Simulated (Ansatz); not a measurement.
Consider the formal loss of a carbene: `CCOCF` → `COCF` + `[CH2]` (triplet).

Program: Ansatz. Geometries: PBE0-D4/def2-TZVP. ΔE: electronic, gas phase. CCSD(T)/CBS is the MP2 limit (def2-TZVPP, def2-QZVPP) plus CCSD(T) − MP2 in def2-TZVPP, frozen cores. This one scheme is used for every species. DFT in def2-TZVPP. B3LYP here is the variant with VWN-RPA as its local correlation; programs differ in this. HSE06 is defined as in plane-wave codes. Triplets are unrestricted, without spin–orbit coupling. Each species was taken in one conformer, which may not be the lowest.

`CCOCF`:

```xyz
12

C    -0.479   -0.984    1.423
C    -0.127   -0.554    0.025
O     0.124    0.846    0.036
C     0.564    1.346   -1.151
F    -0.445    1.359   -2.099
H    -1.371   -0.461    1.772
H     0.339   -0.769    2.113
H    -0.679   -2.058    1.447
H    -0.944   -0.774   -0.671
H     0.771   -1.076   -0.334
H     1.377    0.744   -1.579
H     0.871    2.380   -0.982
```

`COCF`:

```xyz
9

C    -0.844    0.326   -0.748
O     0.144    0.792    0.150
C     0.813   -0.200    0.801
F     1.641   -0.899   -0.059
H    -1.554   -0.336   -0.235
H    -1.374    1.201   -1.119
H    -0.396   -0.210   -1.588
H     0.129   -0.942    1.238
H     1.441    0.268    1.560
```

`[CH2]` (triplet):

```xyz
3

C     0.274    0.022   -0.024
H    -0.170    0.884    0.449
H    -0.104   -0.906   -0.425
```

| level | ΔE (kJ/mol) | difference from CCSD(T)/CBS |
| --- | --- | --- |
| revPBE-D4 | 439.3 | -9.3 |
| BLYP-D4 | 438.6 | -10.0 |
| HSE06-D4 | 445.7 | -2.9 |
| revPBE | 422.0 | -26.6 |
| B3LYP | 431.4 | -17.2 |
| r2SCANh | 422.9 | -25.7 |
| BHLYP | 423.4 | -25.2 |
| CCSD/def2-SVP | 425.0 | -23.6 |
| HF/def2-TZVPP | 302.6 | -146.0 |
| SCS-MP2/def2-QZVPP | 457.9 | 9.3 |
| CCSD(T)/CBS | 448.6 | 0 |

Largest T1 diagnostic among the species: 0.011.

At CCSD(T), def2-SVP lies −15.5 kJ/mol from the extrapolated value and def2-TZVPP −11.5 kJ/mol. Leaving LDA and LC-ωPBE aside and taking each functional with its dispersion term where it has one, the values, not all of them listed here, spread over 36.7 kJ/mol, from r2SCAN0-D4 to ωB97X-V. LDA lies +74.8 kJ/mol from PBE without D4. The D4 term adds +8.3 kJ/mol with B3LYP and +4.5 kJ/mol with PBE0; it sums over pairs of atoms, weighted by their polarisabilities, and B3LYP, whose exchange is more repulsive, gets the larger term.
